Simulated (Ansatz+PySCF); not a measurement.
Values are calculated unless marked as measured or tabulated.
## PySCF 2.14.0 run

```python
from pyscf import gto, scf, mp

mol = gto.M(atom="""
Si 0.007520 -0.004890 -0.138580
H -0.005730 1.104350 0.940270
H -0.003960 -1.088730 0.944390
""", basis='def2-svp', charge=0, spin=0)
mf = scf.UHF(mol)
mf.kernel()
pt = mp.MP2(mf, frozen=5).run()
print(mf.e_tot, pt.e_corr, pt.e_tot)
```

The script is written out from the run's settings.

The run gave:

```
Converged          : yes
Reference energy   : -289.92472 hartree
Correlation energy : -0.08701 hartree
Total energy       : -290.01173 hartree
```

The reference isn't the lowest determinant (another lies 0.08 eV lower), but the same method gives a higher total on the lower determinant.
